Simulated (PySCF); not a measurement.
The vertical singlet excitations below were computed for one of the candidates. Computed with TDDFT CAM-B3LYP/def2-SVPD, vertical, gas phase, core orbitals frozen in the response (PySCF). Geometries: PBE0-D3(BJ)/def2-SVP, one conformer each.

```
state  ν̃ (cm⁻¹)       f  main configurations (H = HOMO, L = LUMO)
   S1      51580   0.312                                 H→L (88%)
   S2      51680  0.0003                               H-1→L (92%)
   S3      56780  0.0035      H→L+1 (63%), H→L+3 (20%), H→L+4 (9%)
   S4      62260  0.0097                  H-2→L (81%), H-4→L (16%)
   S5      65250   0.011                  H→L+3 (56%), H→L+1 (31%)
   S6      66540   0.198  H-3→L (62%), H-1→L+3 (11%), H-1→L+1 (9%)
   S7      67450  0.0035                  H-4→L (79%), H-2→L (14%)
   S8      70130  0.0009                               H→L+2 (87%)
   S9      72110   0.026   H→L+4 (56%), H→L+3 (17%), H-3→L+1 (11%)
  S10      74650   0.067   H-1→L+1 (35%), H→L+5 (32%), H-3→L (22%)
```

Triplets computed (Tamm–Dancoff): 3.70, 5.98, 6.22, 6.72 eV.

Question: Which structure fits? All have the formula C3H3N.
A. `C=CC#N`
B. `C#C/C=N/[H]`
C. `[H]/N=C\C#C`

Answer: A. Its S1, at 6.40 eV, is the highest among the candidates; the nearest of the others has S1 at 4.81 eV. S1 is HOMO→LUMO (88%). Löwdin shares by element: HOMO carbon 70%, nitrogen 23%; LUMO carbon 73%, nitrogen 15%. At the same level the other candidates give, for their lowest levels:
- `[H]/N=C/C#C`: 4.81 eV (f 0.001); 5.24 eV (f 0.000); 5.82 eV (f 0.147); 6.56 eV (f 0.000); 7.36 eV (f 0.001); T1 3.80 eV; HOMO -9.46, LUMO -0.45 eV
- `[H]/N=C\C#C`: 4.78 eV (f 0.004); 5.41 eV (f 0.001); 5.83 eV (f 0.121); 6.53 eV (f 0.000); 7.64 eV (f 0.044); T1 3.82 eV; HOMO -9.61, LUMO -0.52 eV
